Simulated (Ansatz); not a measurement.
Predict the output of the script below (the Python package of Ansatz (0.2.0)).

The script, `bend_ch4fno.py`:
```python
import logging
import sys

import ansatz as az
from ase import Atoms

logging.basicConfig(stream=sys.stdout, format="%(name)s: %(message)s")
log = logging.getLogger("ansatz_job")
log.setLevel(logging.INFO)

atoms = Atoms(["N", "C", "O", "F", "H", "H", "H", "H"], positions=[
    (0.3199, 0.5291, -0.7537),
    (-0.3505, -0.1905, 0.2715),
    (0.6143, -0.5969, 1.1441),
    (-0.7767, -1.2958, -0.2909),
    (-0.4509, 0.8159, -1.4501),
    (0.6054, 1.4538, -0.3501),
    (-1.114, 0.3544, 0.799),
    (1.2447, -1.127, 0.5745),
])

first = az.Crystal.molecule_from_ase(atoms).calculation()
first = first.basis(gaussian="6-31G*").functional("CAM-B3LYP")
first = first.relax(force_tolerance=0.02, max_steps=80)
atoms.positions = first.run(threads=1).report["positions_ang"]

rows = []
for angle in [85, 95, 105, 115, 125, 140, 160]:
    bent = atoms.copy()
    bent.set_angle(1, 2, 7, angle, indices=[7])
    calc = az.Crystal.molecule_from_ase(bent).calculation().basis(gaussian="6-31G*").functional("CAM-B3LYP")
    rows.append((angle, calc.run(threads=1).report["free_energy_ev"]))
floor = min(e for _, e in rows)
for angle, e in rows:
    log.info(f"angle C1-O2-H7 = {angle:3d} deg   {1000 * (e - floor):9.1f} meV")
```

```console
$ python bend_ch4fno.py
ansatz_job: angle C1-O2-H7 =  85 deg       412.2 meV
ansatz_job: angle C1-O2-H7 =  95 deg       102.5 meV
ansatz_job: angle C1-O2-H7 = 105 deg         0.0 meV
ansatz_job: angle C1-O2-H7 = 115 deg        61.6 meV
ansatz_job: angle C1-O2-H7 = 125 deg       248.5 meV
ansatz_job: angle C1-O2-H7 = 140 deg       676.6 meV
ansatz_job: angle C1-O2-H7 = 160 deg      1283.1 meV
```

The scan is rigid, and the energies are electronic, in a modest basis. The zero is the lowest point of the grid, which needn't be the minimum. It ran for 38 s on 1 thread of Arm Neoverse V1 (shared host), peak memory 0.24 GiB.
